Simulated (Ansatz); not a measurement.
**BSiF (singlet): the correlation ladder, cc-pVTZ**

An exercise on one series of results from a longer session: the logs are not shown, and one member is left open.

Method: cc-pVTZ, core rule «outside noble gas», up to 7 orbitals frozen; program: Ansatz 0.2.0, Gaussian basis.

Plan: UHF; CCSD(T) on RHF; CCSD(T) on UHF; BCCD(T) on RHF; CCSDT(Q) on RHF; CCSDT(Q) on UHF.

10 further runs of the same task are left out: 4 for a known fault of the program, 6 set aside as unsound or not needed.

## The geometry

The geometry is a PBE0/def2-TZVP stationary point (not a proven minimum) of the parent state, kept for this charge and spin.

3 atoms, charge 0, spin multiplicity 1.

Atoms are counted from 1 here; the program's logs count them from 0.

Bond lengths: F1–B2 1.280 Å, B2–Si3 1.896 Å. Angles: F1–B2–Si3 180.0°.

Coordinates:

```
F     0.0000    0.0000    1.4854
B     0.0000    0.0000    0.2051
Si    0.0000    0.0000   -1.6905
```

Set-up of the first run:

in.yaml

```yaml
crystal:
  periodic: [false, false, false]
  atoms:
    - {symbol: F, position_ang: [0.000000, 0.000000, 1.485424]}
    - {symbol: B, position_ang: [0.000000, 0.000000, 0.205103]}
    - {symbol: Si, position_ang: [0.000000, 0.000000, -1.690526]}
basis:
  gaussian: {orbitals: cc-pVTZ}
magnetization: {spin_polarized: true, initial_magnetization: 0}
hamiltonian: {xc: hf}
output: {orbitals: {seedname: orbitals}}
```

Run with:

```
$ ansatz run in.yaml --threads 1 --pin off --events-out ev --progress --plain --max-ram 2816MiB --backend cpu
```

Among the steps run: UHF; CCSD(T) on RHF; CCSD(T) on UHF; BCCD(T) on RHF; CCSDT(Q) on RHF; CCSDT(Q) on UHF.

One table of the session follows, with a row left open; its other results are not shown here.

It belongs to the step «Misses and costs». 

| method | from RCCSDT(Q) (kJ/mol) |
| --- | --- |
| RHF | +1232.0 |
| UHF | +1135.3 |
| RMP2 | +134.1 |
| UMP2 | +80.2 |
| RCCSD | +67.8 |
| UCCSD | +19.6 |
| RCCSD(T) | ? |
| UCCSD(T) | -27.9 |
| BCCD(T) | +18.3 |
| RCCSDT | +9.5 |
| UCCSDT | -43.7 |
| RCCSDT(Q) | 0 |
| UCCSDT(Q) | -53.9 |

**Question.** Estimate the row for RCCSD(T).

As computed: from RCCSDT(Q) (kJ/mol): +18.8. In the column «from RCCSDT(Q) (kJ/mol)» it lies between BCCD(T) (+18.3) and UCCSD (+19.6).

The program flags UCCSD(T), RCCSDT(Q), UCCSDT(Q) as in doubt (see the logs), so the zero of the table is itself unsure.

Limits of these values: The determinant is far from a pure spin state, so its energy mixes those of several spin states (harmless only where they are near-degenerate, as at dissociation). The report flags that the cluster equations may have other roots. The program flags UCCSD(T), RCCSDT(Q), UCCSDT(Q) as in doubt, so the zero of the table is itself unsure. Warnings: restricted reference is unstable; spin contamination. Restricted and unrestricted rows rest on different reference determinants; where their highest levels disagree by more than a few hundredths of an eV, they describe different states and don't form one ladder.
